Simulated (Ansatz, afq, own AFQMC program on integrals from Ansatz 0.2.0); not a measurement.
Integrals from Ansatz 0.2.0, then the random walk in our own AFQMC program (afq).

```yaml
crystal:
  periodic: [false, false, false]
  atoms:
    - {symbol: Si, position_ang: [0.000000, 0.064094, 1.005387]}
    - {symbol: Si, position_ang: [0.000000, -0.004642, -1.094839]}
    - {symbol: H, position_ang: [0.000000, -0.381837, 2.430212]}
    - {symbol: H, position_ang: [0.000000, -1.274751, 0.062301]}
basis:
  gaussian: {orbitals: cc-pVDZ}
magnetization: {spin_polarized: false}
correlation: {method: ccsd_t, electrons: outside_noble_gas, hamiltonian_folder: ham}
```

```sh
$ ansatz run in.yaml --threads 1 --pin off --events-out ev --progress --plain --max-ram 1843MiB
```

afq runs on the folder ham with

```
--method phaseless --trial cisd --walkers 40 --populations 1 --least-time 40 --time-step 0.005 --steps-per-block 10 --equilibration-blocks 60 --max-blocks 800 --target-error 0.00076 --factor-cut 1e-05 --seed 8703 --release-times 0.5,1,2 --release-step 0.05 --release-every 20 --taylor-order 4
```

Times are imaginary, in 1/Eh. The walk had a cap of 214 s.

Log:

```
orbitals 36  electrons 5 5  factors 274 of 455
reference energy -578.90590263 Eh
CCSD correlation -0.22328681 Eh in 11 cycles, weight of the determinant in the CISD state 0.8382
energy of the start -579.129189 Eh
 block  time / (1/Eh)  mean weight  energy / Eh
     1     0.050  0.9992  -579.127718
     2     0.100  1.0005  -579.126842
     3     0.150  1.0014  -579.126131
     4     0.200  0.9986  -579.125910
     5     0.250  0.9984  -579.125767
     7     0.350  0.9990  -579.126215
     9     0.450  0.9990  -579.126124
    22     1.100  1.0002  -579.131096
    64     3.200  1.0000  -579.147955
    85     4.250  1.0015  -579.161049
   106     5.300  0.9983  -579.149510
   148     7.400  0.9972  -579.137244
   190     9.500  0.9997  -579.132609
   232    11.600  0.9992  -579.140340
   274    13.700  0.9752  -579.146878
   316    15.800  1.0001  -579.142481
   358    17.900  0.9988  -579.131295
   400    20.000  1.0021  -579.145085
   442    22.100  0.9993  -579.141782
   484    24.200  1.0001  -579.144481
   526    26.300  0.9985  -579.133569
   568    28.400  0.9986  -579.140154
   610    30.500  0.9989  -579.133826
   652    32.600  1.0002  -579.141008
   694    34.700  0.9993  -579.135759
   736    36.800  0.9997  -579.140260
   778    38.900  1.0019  -579.141076
   820    41.000  0.9981  -579.140095
   841    42.050  0.9988  -579.139604
blocks merged  error / Eh  count
     1  0.000228  800
     2  0.000312  400
     4  0.000425  200
     8  0.000576  100
    16  0.000778  50
    32  0.000948  25
    64  0.000959  12
released: time / (1/Eh)  energy / Eh  error  mean overlap
  0.50  -579.142318  0.000911  0.9860
  1.00  -579.141260  0.000977  0.9949
  2.00  -579.141731  0.001196  1.0317
energy -579.141849 +/- 0.000948 Eh
(rows thinned)
```

The run passed its tests (sampling time, drift between the halves within three errors, error under three times the target), which doesn't prove that it has relaxed. The second half of the sampling lies above the first by 1.6 errors of their difference, so the energy may still be moving and its error bar be too small.

Against this walk (error 25.8 meV) on the same determinant: CCSD(T) 30.1 meV higher (within the noise), CCSDT(Q) 32.0 meV lower (within the noise), a separate phaseless walk with a CISD trial and standard settings 5.7 ± 30.4 meV higher (within the noise). The error is statistical and leaves out the bias of the constraint. Released to 2.00 1/Eh the energy moves by 3 ± 42 meV (both errors), within twice the noise.

Cautions: constraint bias not in the error; error above the target (25.8 against 20.7 meV); higher spins were not checked; restricted determinant unstable towards unrestricted (UHF 56 meV lower, ⟨S²⟩ 0.34).

The walk took 2.9 min on 1 thread of Arm Neoverse N1 (shared host). The log's last line is the phaseless energy.

CCSDT and higher add their correlation energy to the determinant of the CCSD(T) run, since their own runs factorise the integrals more tightly (a shift of under 2 meV). A walk keeps the symmetry of its determinant, which the program's search chose and which needn't be the lowest solution, so a lower state of the same spin and another symmetry isn't excluded.
